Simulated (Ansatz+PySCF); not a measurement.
doublet N₂H: levels of theory in one basis

| atom | x (Å) | y (Å) | z (Å) |
| --- | --- | --- | --- |
| N | -0.0030 | -0.0060 | 0.0000 |
| N | 1.1752 | -0.0060 | 0.0000 |
| H | 1.6509 | 0.9486 | 0.0000 |

Basis set: cc-pVTZ (spherical functions). Frozen core: 2 orbitals. Correlation on ROHF uses semicanonical orbitals with singles. Charge 0, multiplicity 2.

Computed with Ansatz (development build ahead of 0.2.0) and PySCF 2.14.0; each method stands on the lowest determinant of its kind that the runs found.

```tsv
method	E − E(ROHF) (eV)	<S²> of the determinant
ROHF	0.00	0.75
UHF	-0.26	0.88
UHF-MP2	-9.97	0.88
ROHF-CCSD(T)	-11.11	–
```

Q: What does ROHF-MP2 give on the same scale?

A: -10.32 eV.

Caution for UHF, UHF-MP2: the unrestricted determinant is spin contaminated. Caution for ROHF-MP2, UHF-MP2: forces differ strongly between restricted and unrestricted references.
